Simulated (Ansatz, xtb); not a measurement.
**A geometry optimisation of CH3BF with r2SCAN-D4/def2-SVP**

The starting geometry of this gas-phase doublet has its atoms placed at random.

```tsv
atom	x (Å)	y (Å)	z (Å)
C	0.6995	0.6925	-1.7763
B	0.1728	0.6178	0.0745
F	-0.4190	0.0731	-1.6508
H	1.3541	1.1252	0.0920
H	-0.9112	1.3379	0.5464
H	-0.0170	-0.3681	0.4815
```

Problem. Guess where an optimisation with r2SCAN-D4/def2-SVP ends from this start.

Solution. It ends as a structure with H4 bridging C1 and B2, given below by its coordinates. Distances that change by over a tenth: C1–F3 (1.28 → 1.64 Å), B2–H4 (1.29 → 1.45 Å), B2–H5 (1.38 → 1.20 Å), B2–H6 (1.08 → 1.20 Å). Contacts that close: C1–H4 (2.03 → 1.22 Å), B2–F3 (1.90 → 1.46 Å).

The energy falls by 2.06 eV over 12 steps:

| step | E − E(last) (eV) |
| --- | --- |
| 1 | 2.055 |
| 2 | 1.060 |
| 3 | 0.748 |
| 5 | 0.551 |
| 6 | 0.199 |
| 7 | 0.049 |
| 8 | 0.032 |
| 10 | 0.001 |
| 11 | 0.000 |
| 12 | 0.000 |

Final geometry (Å):

```yaml
atoms:
  - { symbol: C, position_ang: [1.0145, 0.8726, -1.5684] }
  - { symbol: B, position_ang: [-0.1776, 0.4685, 0.0176] }
  - { symbol: F, position_ang: [-0.4578, 0.1677, -1.3867] }
  - { symbol: H, position_ang: [1.1048, 1.0329, -0.3630] }
  - { symbol: H, position_ang: [-0.7690, 1.4315, 0.4213] }
  - { symbol: H, position_ang: [0.1643, -0.4947, 0.6465] }
```

From the same start GFN2-xTB reaches the same bonding as this run.

From so rough a start the end depends on the optimiser's path, so another program may land elsewhere. The end wasn't checked by frequencies. Open shells are spin-unrestricted. Run with Ansatz 0.2.0, 94 s on 1 thread of Intel(R) Xeon(R) Processor @ 2.50GHz (Skylake/Cascade Lake), with other jobs on the host.
